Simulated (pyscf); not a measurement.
PySCF, gas phase, ωB97X-D3(BJ)/def2-SVP geometries.

Question: How much does it cost (ΔH, 298 K, ωB97M-D3(BJ)/def2-TZVP) to split H₂N–Mo(=S)(SH)(Cl)–Cl at its Mo–N bond into NH₂• + [S=Mo(SH)(Cl)–Cl]•?

Answer: Mo–N to NH₂• + [S=Mo(SH)(Cl)–Cl]•: 191.6 kJ/mol. The 7 functionals that were run give +183.5 (M06-2X) to +230.7 kJ/mol (PBE). The radicals are drawn with the spin at the cut bond; how far it spreads was not checked. Other isomers of [S=Mo(SH)(Cl)–Cl]• were not searched in full and may lie lower. Open-shell species with a d-block atom are single-reference here; other states, and whether the spin sits on metal or ligand, were not checked. Elements past Kr carry the def2 core potentials, without spin-orbit coupling.
